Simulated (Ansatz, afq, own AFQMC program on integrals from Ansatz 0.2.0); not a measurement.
Atomization energy of BeBH$_{3}$, singlet

```xyz
5

B     0.0000    0.0000    0.8223
Be    0.0000    0.0000   -1.0509
H     0.0000    1.0032    1.4842
H     0.0000   -1.0032    1.4842
H     0.0000    0.0000   -2.3921
```

Connectivity, by distances: BH2–BeH.

Atoms in their ground-state spins without spin–orbit coupling (mostly on UHF) minus the molecule (RHF), without zero-point energy. The geometry is a stationary point, not shown to be a minimum.

Basis cc-pVDZ. Noble-gas cores (and the filled d shells of Ga–Kr and In–Xe) are frozen. Integrals, coupled cluster, full CI and functionals: Ansatz 0.2.0; the random walks run on the same integrals in our own AFQMC program. ph-AFQMC/CISD is guided by a CISD state made of CCSD amplitudes; releasing the constraint for a short imaginary time cuts its bias at the price of noise, slowly where states lie close. Uncertainties: one standard error, sampling alone. The errors of all members are added in quadrature.

No full CI on the walks' own integrals is used here; CCSDT(Q) serves as the reference and is uncertain by about the last step of the cluster series. Each member takes its own surest rung, up to full CI.

The best estimate is CCSD(T) at the basis-set limit (CBS: def2-TZVPP and def2-QZVPP, with their diffuse functions for anions and beside diffuse sets, CCSD(T) itself extrapolated) plus the step from CCSD(T) to CCSDT(Q) in cc-pVDZ. Rows without CBS are in cc-pVDZ, the functionals in def2-TZVP; B2PLYP and the wave-function rows carry a basis error of their own. Core correlation and relativity beyond core potentials are missing, and ± holds the sampling alone.

Cautions: other spins of the molecule weren't checked.

(1) Estimate: order these levels by their error in the atomization energy against the best estimate, smallest first.
A. MP2
B. CCSD(T)
C. B2PLYP
D. CCSD(T)/CBS

Answers

(1) D (0.011 eV), C (0.076 eV), A (0.785 eV), B (0.941 eV).

Best estimates are given only where the step beyond CCSD(T) is under 0.3 eV and no member's determinant is very poor (T1 over 0.05, or 0.07 for open shells, ⟨S²⟩ too high by 0.3, two states mixed), so the hardest cases are missing from such tables.

Each member of a difference takes its own highest rung, so a best estimate needn't equal the limit plus the step of one row. A walk keeps the symmetry of its determinant, which the program's search chose and which needn't be the lowest solution, so a lower state of the same spin and another symmetry isn't excluded.
